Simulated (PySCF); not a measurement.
Molecule: SMILES [O-]S(C)(=O)=O, [CH$_{3}$O$_{3}$S]-.

Bonds (- single, = double, # triple, : aromatic): C1-S2 1.814 Å, S2=O3 1.480 Å, S2=O4 1.480 Å, S2-O5 1.480 Å. C1 carries H6, H7, H8. Formal charges: O5 -1.

Total charge -1.

Geometry PBE0-D3(BJ)/def2-SVP throughout; GIAO in PySCF, gas phase, one conformer, non-relativistic; equivalent atoms averaged; functional PBE0.

(1) How do the absolute shieldings σ depend on the basis set? (ppm; last column core-seconds on shared hosts with different chips, so compare them loosely)

(2) Which nucleus moves most, in ppm?

(3) Taking the largest basis, pcSseg-2 (229 functions), as the yardstick, rank the others by their worst heavy-atom deviation.

Results:

(1) 
```tsv
basis set	functions	C1	S2	O3/O4/O5	H6/H7/H8	core-s
STO-3G	32	215.2	637.1	227.7	32.76	1.9
6-31G	55	154.2	256.1	118.7	31.26	3.7
pcSseg-0	55	140.2	166.9	99.1	30.79	4.9
6-31G*	80	154.4	252.3	127.9	30.78	5
def2-SVP	89	150.2	254.8	122.8	29.77	4.9
cc-pVDZ	89	153.6	262.2	123.2	29.89	8.2
pcSseg-1	107	139.5	178.0	94.7	29.58	12
aug-cc-pVDZ	146	153.2	262.1	115.8	29.18	15
6-311+G(2d,p)	161	143.9	161.3	85.4	29.36	11
def2-TZVP	179	145.2	132.4	91.0	29.61	13
cc-pVTZ	196	145.2	200.2	99.1	29.43	22
IGLO-III	214	140.4	166.9	77.8	29.24	24
pcSseg-2	229	141.4	154.8	87.5	29.44	16
```

(2) S2 (sulfonyl sulfur): from 132.4 ppm with def2-TZVP to 637.1 ppm with STO-3G. The smallest spread is 3.58 ppm, at H6/H7/H8. Proton shifts span only some 12 ppm, so a few tenths of a ppm matter as much there as several ppm in carbon.

(3) 6-311+G(2d,p) 6.5 ppm (161 functions), pcSseg-0 12.2 ppm (55 functions), IGLO-III 12.2 ppm (214 functions), def2-TZVP 22.4 ppm (179 functions), pcSseg-1 23.3 ppm (107 functions), cc-pVTZ 45.4 ppm (196 functions), 6-31G* 97.5 ppm (80 functions), def2-SVP 100.0 ppm (89 functions), 6-31G 101.4 ppm (55 functions), aug-cc-pVDZ 107.4 ppm (146 functions), cc-pVDZ 107.4 ppm (89 functions), STO-3G 482.3 ppm (32 functions).

A small basis that lands close on one nucleus may do so by chance; judge by the trend and by all nuclei.
